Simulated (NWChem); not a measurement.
# C3H6O2 (methyl acetate) at 5 levels

Aim: a comparison of 5 runs (B2PLYP/6-31G*, B3LYP/6-31G*, CAM-B3LYP/6-31G*, wB97X/6-31G*, MP3/6-31G*) of C3H6O2 (methyl acetate). 

The results are computed with NWChem 7.3.0.

### 1 Starting point

C3H6O2 has 11 atoms, charge 0, and is taken as a singlet. As SMILES, `COC(C)=O`. The shape is that of a PBE0-D4/def2-TZVP optimisation. This is one conformer, not always the lowest.

Bond lengths: C1–O2 1.423 Å, O2–C3 1.341 Å, C3–C4 1.498 Å, C3–O5 1.201 Å, C1–H6 1.091 Å, C1–H7 1.091 Å, C1–H8 1.088 Å, C4–H9 1.092 Å, C4–H10 1.087 Å, C4–H11 1.092 Å. Some angles: C1–O2–C3 115.2°, O2–C3–C4 111.1°, O2–C3–O5 123.3°, C4–C3–O5 125.6°, O2–C1–H6 110.7°, O2–C1–H7 110.7°, O2–C1–H8 105.9°, C3–C4–H9 109.9°, C3–C4–H10 109.5°, C3–C4–H11 109.9°.

### 2 The energy at B2PLYP/6-31G(d) (spherical functions) (run 1)

File work.nw:

```
start work
title "C3H6O2 energy"
memory total 2200 mb

geometry units bohr noautosym nocenter noautoz
  C   -2.72233946   1.88349003   1.05427820
  O   -1.21830643  -0.31312762   0.66839613
  C    0.99286211   0.08465973  -0.50493482
  C    2.42792012  -2.33437868  -0.81655066
  O    1.68658057   2.13255593  -1.19506280
  H   -1.71719413   3.25826578   2.21589285
  H   -3.19930633   2.76391343  -0.74776463
  H   -4.42328194   1.23966034   2.01218038
  H    2.79112549  -3.17719653   1.03084560
  H    4.20199501  -1.96077983  -1.78163379
  H    1.30353308  -3.68458800  -1.89709606
end

basis "ao basis" spherical bse
  * library 6-31G*
end

dft
  xc hfexch 0.53 becke88 0.47 lyp 0.73 mp2 0.27
  dftmp2 semidirect
  grid xfine
  convergence energy 1e-08
  maxiter 100
  mulliken
  print medium
end

mp2
  freeze core 5
end

task dft energy
```

Launch:

```bash
$ nwchem work.nw > work.out
```

Standard output:

```text
[...]
          Wavefunction type:  closed shell.
          No. of atoms     :    11
          No. of electrons :    40
[...]
          Charge           :     0
          Spin multiplicity:     1
[...]
          AO basis - number of functions:    82
[...]
              XC Information
              --------------
                     Hartree-Fock (Exact) Exchange  0.530
                    Becke 1988 Exchange Functional  0.470
              Lee-Yang-Parr Correlation Functional  0.730
[...]
 d= 0,ls=0.0,diis     1   -267.7408135797 -4.50D+02  1.35D-02  1.02D+00     5.0
[...]
 d= 0,ls=0.0,diis    11   -267.8617719912 -4.00D-09  2.85D-07  9.95D-10    47.6
         Total DFT energy =     -267.861771991166
      One electron energy =     -726.425116354488
           Coulomb energy =      311.277299335646
    Exchange-Corr. energy =      -35.239090024278
 Nuclear repulsion energy =      182.525135051953
[...]
      Total Density - Mulliken Population Analysis
     ---------------------------------------------
    Atom       Charge   Shell Charges
 -----------   ------   -------------------------------------------------------
    1 C    6     6.20   2.00  0.68  2.04  0.58  0.84  0.06
    2 O    8     8.52   2.00  0.90  2.92  0.95  1.72  0.03
    3 C    6     5.34   2.00  0.70  1.89  0.26  0.36  0.14
    4 C    6     6.55   2.00  0.66  2.14  0.66  1.05  0.04
    5 O    8     8.49   2.00  0.91  2.87  0.95  1.73  0.03
    6 H    1     0.82   0.53  0.29
    7 H    1     0.82   0.53  0.29
    8 H    1     0.83   0.53  0.30
    9 H    1     0.81   0.52  0.29
   10 H    1     0.80   0.52  0.28
[...]
  Basis functions       =     82
[...]
```

Run time: 51 s. Hardware: 1 thread of Intel Xeon Platinum 8488C (Sapphire Rapids), shared host; peak memory 0.23 GiB.

### 3 Energy and gradient at B3LYP/6-31G(d) (spherical functions) (run 2)

File input.nw:

```
start input
memory stack 880 mb heap 220 mb global 1100 mb
geometry units angstrom noautosym nocenter noautoz
 C    -1.440600    0.996700    0.557900
 O    -0.644700   -0.165700    0.353700
 C     0.525400    0.044800   -0.267200
 C     1.284800   -1.235300   -0.432100
 O     0.892500    1.128500   -0.632400
 H    -0.908700    1.724200    1.172600
 H    -1.693000    1.462600   -0.395700
 H    -2.340700    0.656000    1.064800
 H     1.477000   -1.681300    0.545500
 H     2.223600   -1.037600   -0.942800
 H     0.689800   -1.949800   -1.003900
end
basis "ao basis" spherical bse
 * library 6-31G*
end
dft
 xc b3lyp
 grid xfine
 convergence energy 1e-08
 maxiter 100
 mulliken
 noprint "final vectors analysis"
end
task dft gradient
```

Launch:

```bash
$ nwchem input.nw > input.out
```

Standard output:

```text
[...]
          Wavefunction type:  closed shell.
          No. of atoms     :    11
          No. of electrons :    40
[...]
          Charge           :     0
          Spin multiplicity:     1
[...]
          AO basis - number of functions:    82
[...]
              XC Information
              --------------
                         B3LYP Method XC Potential
                     Hartree-Fock (Exact) Exchange  0.200
                        Slater Exchange Functional  0.800 local
                    Becke 1988 Exchange Functional  0.720 non-local
              Lee-Yang-Parr Correlation Functional  0.810
                  VWN I RPA Correlation Functional  0.190 local
[...]
 d= 0,ls=0.0,diis     1   -268.2473328543 -4.51D+02  1.98D-02  1.18D+00     6.6
[...]
 d= 0,ls=0.0,diis    11   -268.3831548601 -4.71D-10  2.14D-07  8.59D-10    46.0
         Total DFT energy =     -268.383154860103
      One electron energy =     -726.664904284525
           Coulomb energy =      311.515583861260
    Exchange-Corr. energy =      -35.758982626461
 Nuclear repulsion energy =      182.525148189623
[...]
  wavefunction    = closed shell
                         DFT ENERGY GRADIENTS
    atom               coordinates                        gradient
                 x          y          z           x          y          z
   1 C      -2.722339   1.883490   1.054278    0.003284  -0.003916  -0.000942
   2 O      -1.218306  -0.313128   0.668396    0.006286   0.007579  -0.004422
   3 C       0.992862   0.084660  -0.504935   -0.000415   0.008602  -0.001211
   4 C       2.427920  -2.334379  -0.816551   -0.001876   0.004450   0.000207
   5 O       1.686580   2.132556  -1.195063   -0.006700  -0.018294   0.006415
   6 H      -1.717194   3.258266   2.215893   -0.000633  -0.001596  -0.001128
   7 H      -3.199306   2.763913  -0.747765    0.000697  -0.001143   0.001521
   8 H      -4.423282   1.239660   2.012180    0.001771   0.000576  -0.000990
   9 H       2.791125  -3.177196   1.030846   -0.000930   0.001612  -0.001852
  10 H       4.201995  -1.960780  -1.781634   -0.002156  -0.000001   0.001094
  11 H       1.303533  -3.684588  -1.897096    0.000672   0.002132   0.001310
[...]
```

It took 54 s on 1 thread of Intel Xeon Platinum 8488C (Sapphire Rapids), shared host; peak memory 0.15 GiB.

### 4 Energy and forces at CAM-B3LYP/6-31G(d) (spherical functions) (run 3)

File run.py:

```python
from ase import Atoms
from ase.calculators.nwchem import NWChem

molecule = Atoms(['C', 'O', 'C', 'C', 'O', 'H', 'H', 'H', 'H', 'H', 'H'], positions=[
    [-1.440600, 0.996700, 0.557900],
    [-0.644700, -0.165700, 0.353700],
    [0.525400, 0.044800, -0.267200],
    [1.284800, -1.235300, -0.432100],
    [0.892500, 1.128500, -0.632400],
    [-0.908700, 1.724200, 1.172600],
    [-1.693000, 1.462600, -0.395700],
    [-2.340700, 0.656000, 1.064800],
    [1.477000, -1.681300, 0.545500],
    [2.223600, -1.037600, -0.942800],
    [0.689800, -1.949800, -1.003900],
])

calc = NWChem(
    label='sp',
    theory='dft',
    memory='2200 mb',
    basis='6-31G*',
    basispar='spherical bse',
    dft={'xc': 'xcamb88 1.00 lyp 0.81 vwn_5 0.19 hfexch 1.00', 'cam': '0.33 cam_alpha 0.19 cam_beta 0.46', 'mult': '1', 'grid': 'xfine', 'convergence': 'energy 1e-08', 'direct': None, 'iterations': '100', 'mulliken': None},
)
molecule.calc = calc

forces = molecule.get_forces()
e = molecule.get_potential_energy()
print(f"E = {e:.6f} eV")
print("forces (eV/A):")
for s, f in zip(molecule.symbols, forces):
    print(f"{s:2s} {f[0]:10.5f} {f[1]:10.5f} {f[2]:10.5f}")
print("dipole (e A):", molecule.get_dipole_moment().round(4))
```

Launch:

```bash
$ export ASE_NWCHEM_COMMAND="nwchem PREFIX.nwi > PREFIX.nwo"
$ python run.py
```

Standard output:

```text
E = -7299.811871 eV
forces (eV/A):
C    -0.03672    0.05245    0.00715
O    -0.14414   -0.11303    0.09158
C    -0.04016   -0.26112    0.06279
C     0.03589   -0.14444    0.00591
O     0.14244    0.50496   -0.15576
H     0.02417    0.03852    0.02777
H    -0.01157    0.02612   -0.04319
H    -0.05055   -0.01789    0.02874
H     0.02823   -0.03888    0.05194
H     0.07071    0.00658   -0.03697
H    -0.01831   -0.05327   -0.03990
dipole (e A): [-0.2128 -0.2649  0.1515]
```

The calculator wrote sp.nwi:

```
title "sp"

permanent_dir sp

scratch_dir sp

start sp

geometry units angstrom nocenter noautosym noautoz
  C  -1.4406000000000001e+00 9.9670000000000003e-01 5.5789999999999995e-01
  O  -6.4470000000000005e-01 -1.6569999999999999e-01 3.5370000000000001e-01
  C  5.2539999999999998e-01 4.4800000000000000e-02 -2.6719999999999999e-01
  C  1.2847999999999999e+00 -1.2353000000000001e+00 -4.3209999999999998e-01
  O  8.9249999999999996e-01 1.1285000000000001e+00 -6.3239999999999996e-01
  H  -9.0869999999999995e-01 1.7242000000000000e+00 1.1726000000000001e+00
  H  -1.6930000000000001e+00 1.4625999999999999e+00 -3.9570000000000000e-01
  H  -2.3407000000000000e+00 6.5600000000000003e-01 1.0648000000000000e+00
  H  1.4770000000000001e+00 -1.6813000000000000e+00 5.4549999999999998e-01
  H  2.2235999999999998e+00 -1.0376000000000001e+00 -9.4279999999999997e-01
  H  6.8979999999999997e-01 -1.9498000000000000e+00 -1.0039000000000000e+00
end

memory 2200 mb

basis spherical bse noprint
   * library 6-31G*
end

dft
  xc xcamb88 1.00 lyp 0.81 vwn_5 0.19 hfexch 1.00
  cam 0.33 cam_alpha 0.19 cam_beta 0.46
  mult 1
  grid xfine
  convergence energy 1e-08
  direct
  iterations 100
  mulliken
end

task dft gradient
```

sp.nwo:

```text
Northwest Computational Chemistry Package (NWChem) 7.3.0
             --------------------------------------------------------

           Job information
           ---------------

    nwchem branch   = 7.3.0
    use scalapack   = T
    input           = sp.nwi
    prefix          = sp.
    data base       = sp/sp.db
    status          = startup
    nproc           =        1

           Memory information
           ------------------

    heap     =     72089598 doubles =      550.0 Mbytes
    stack    =     72089595 doubles =      550.0 Mbytes
    global   =    144179200 doubles =     1100.0 Mbytes (distinct from heap & stack)
    total    =    288358393 doubles =     2200.0 Mbytes
    verify   = yes
    hardfail = no

[... 110 lines left out ...]
  convergence criterion.
[... 46 lines left out ...]
          Spatial weights used:  Erf1
[... 82 lines left out ...]
         Total DFT energy =     -268.263140445771
[... 3 lines left out ...]
 Nuclear repulsion energy =      182.525148189623
[... 644 lines left out ...]
          Convergence on gradient requested:  5.00D-04
[... 32 lines left out ...]
          total energy or number of iterations.
[... 32 lines left out ...]
                         DFT ENERGY GRADIENTS

    atom               coordinates                        gradient
                 x          y          z           x          y          z
   1 C      -2.722339   1.883490   1.054278    0.000714  -0.001020  -0.000139
   2 O      -1.218306  -0.313128   0.668396    0.002803   0.002198  -0.001781
   3 C       0.992862   0.084660  -0.504935    0.000781   0.005078  -0.001221
[... 7 lines of this table left out ...]
  11 H       1.303533  -3.684588  -1.897096    0.000356   0.001036   0.000776

                 ----------------------------------------
                 |  Time  |  1-e(secs)   |  2-e(secs)   |
                 ----------------------------------------
                 |  CPU   |       0.01   |      18.89   |
                 ----------------------------------------
                 |  WALL  |       0.01   |      18.89   |
                 ----------------------------------------

 Task  times  cpu:      108.1s     wall:      108.1s
 Total times  cpu:      108.1s     wall:      108.1s
```

Run time: 1.8 min. Hardware: 1 thread of Intel Xeon Platinum 8488C (Sapphire Rapids), shared host; peak memory 0.14 GiB.

Run 4 isn't shown in full; the table further down has it.

### 5 The energy at MP3/6-31G(d) (spherical functions) (run 5)

File run.py:

```python
from ase import Atoms
from ase.calculators.nwchem import NWChem

atoms = Atoms('COCCOHHHHHH', positions=[
    [-1.440600, 0.996700, 0.557900],
    [-0.644700, -0.165700, 0.353700],
    [0.525400, 0.044800, -0.267200],
    [1.284800, -1.235300, -0.432100],
    [0.892500, 1.128500, -0.632400],
    [-0.908700, 1.724200, 1.172600],
    [-1.693000, 1.462600, -0.395700],
    [-2.340700, 0.656000, 1.064800],
    [1.477000, -1.681300, 0.545500],
    [2.223600, -1.037600, -0.942800],
    [0.689800, -1.949800, -1.003900],
])

calc = NWChem(
    label='c3h6o2',
    theory='tce',
    memory='stack 330 mb heap 110 mb global 1760 mb',
    basis='6-31G*',
    basispar='spherical bse',
    scf={'nopen': '0', 'rhf': None, 'thresh': '1e-08', 'maxiter': '80'},
    tce={'scf': None, 'mbpt3': None, 'freeze': 'core 5', 'maxiter': '60'},
    task='energy',
)
atoms.calc = calc

print(f"energy = {atoms.get_potential_energy():.6f} eV")
```

Launch:

```bash
$ export ASE_NWCHEM_COMMAND="nwchem PREFIX.nwi > PREFIX.nwo"
$ python run.py
```

Standard output:

```text
energy = -7281.329777 eV
```

The calculator wrote c3h6o2.nwi:

```
title "c3h6o2"

permanent_dir c3h6o2

scratch_dir c3h6o2

start c3h6o2

geometry units angstrom nocenter noautosym noautoz
  C  -1.4406000000000001e+00 9.9670000000000003e-01 5.5789999999999995e-01
  O  -6.4470000000000005e-01 -1.6569999999999999e-01 3.5370000000000001e-01
  C  5.2539999999999998e-01 4.4800000000000000e-02 -2.6719999999999999e-01
  C  1.2847999999999999e+00 -1.2353000000000001e+00 -4.3209999999999998e-01
  O  8.9249999999999996e-01 1.1285000000000001e+00 -6.3239999999999996e-01
  H  -9.0869999999999995e-01 1.7242000000000000e+00 1.1726000000000001e+00
  H  -1.6930000000000001e+00 1.4625999999999999e+00 -3.9570000000000000e-01
  H  -2.3407000000000000e+00 6.5600000000000003e-01 1.0648000000000000e+00
  H  1.4770000000000001e+00 -1.6813000000000000e+00 5.4549999999999998e-01
  H  2.2235999999999998e+00 -1.0376000000000001e+00 -9.4279999999999997e-01
  H  6.8979999999999997e-01 -1.9498000000000000e+00 -1.0039000000000000e+00
end

memory stack 330 mb heap 110 mb global 1760 mb

basis spherical bse noprint
   * library 6-31G*
end

scf
  nopen 0
  rhf
  thresh 1e-08
  maxiter 80
end
tce
  scf
  mbpt3
  freeze core 5
  maxiter 60
end

task tce energy
```

c3h6o2.nwo:

```text
Northwest Computational Chemistry Package (NWChem) 7.3.0
             --------------------------------------------------------

           Job information
           ---------------

    nwchem branch   = 7.3.0
    use scalapack   = T
    input           = c3h6o2.nwi
    prefix          = c3h6o2.
    data base       = c3h6o2/c3h6o2.db
    status          = startup
    nproc           =        1

           Memory information
           ------------------

    heap     =     14417914 doubles =      110.0 Mbytes
    stack    =     43253759 doubles =      330.0 Mbytes
    global   =    230686720 doubles =     1760.0 Mbytes (distinct from heap & stack)
    total    =    288358393 doubles =     2200.0 Mbytes
    verify   = yes
    hardfail = no

[... 138 lines left out ...]
 Convergence threshold     :          1.000E-08
[... 13 lines left out ...]
       Final RHF  results
[... 3 lines left out ...]
      One-electron energy =   -725.992550171553
[... 1 line left out ...]
 Nuclear repulsion energy =    182.525148189623
[... 38 lines left out ...]
                       ROHF Final Molecular Orbital Analysis
[... 367 lines left out ...]
 MBPT(2) total energy / hartree       =      -267.562133158152960
[... 1 line left out ...]
 MBPT(3) iterations
 --------------------------------------------------------
 Iter          Residuum       Correlation     Cpu    Wall
 --------------------------------------------------------
    1   0.2295523674693   0.0000000000000     1.0     1.0
    2   0.0000000000169  -0.0218028468682     1.0     1.0
 --------------------------------------------------------
 Iterations converged
 MBPT(3) correlation energy / hartree =        -0.021802846868239
 MBPT(3) total energy / hartree       =      -267.583936005021201

 Task  times  cpu:       33.0s     wall:       33.0s
 Total times  cpu:       33.0s     wall:       33.0s
```

It took 35 s on 1 thread of Intel Xeon Platinum 8488C (Sapphire Rapids), shared host; peak memory 1.2 GiB.

### 6 The series

| run | level | task | frozen core orbitals | energy (Eh) | dipole moment (D) | HOMO energy (eV) | LUMO energy (eV) | wall time |
| --- | --- | --- | --- | --- | --- | --- | --- | --- |
| 1 | B2PLYP/6-31G* (spherical functions) | energy | 5 | -268.103278 | 1.84 | -9.30 | 2.41 | 51 s |
| 2 | B3LYP/6-31G* (spherical functions) | gradient | – | -268.383155 | 1.77 | – | – | 54 s |
| 3 | CAM-B3LYP/6-31G* (spherical functions) | gradient | – | -268.263140 | 1.79 | -9.07 | 2.06 | 1.8 min |
| 4 | wB97X/6-31G* (spherical functions) | gradient | – | -268.315669 | 1.80 | -10.14 | 3.16 | 1.8 min |
| 5 | MP3/6-31G* (spherical functions) | energy | 5 | -267.583936 | – | -12.09 | 5.17 | 35 s |

### 7 Results

| quantity | value |
| --- | --- |
| run 5: total energy | -267.58394 Eh |
| run 5: HOMO energy (Hartree–Fock orbitals) | -12.09 eV |
| run 5: LUMO energy (Hartree–Fock orbitals) | 5.17 eV |
| run 5: HOMO–LUMO gap (Hartree–Fock orbitals) | 17.25 eV |
| run 5: correlation energy (5 core orbitals frozen) | -749.6 mEh |

**Reading.** Over runs 1, 2, 3, 4 the dipole moment (its size) runs from 1.77 D (B3LYP/6-31G*) to 1.84 D (B2PLYP/6-31G*). A double hybrid's value is that of its SCF part. Over runs 1, 3, 4 the HOMO–LUMO gap runs from 11.13 eV (CAM-B3LYP/6-31G*) to 13.30 eV (wB97X/6-31G*). Totals of different functionals can't be ranked against each other. All runs together took 5.9 min, the longest 1.8 min.
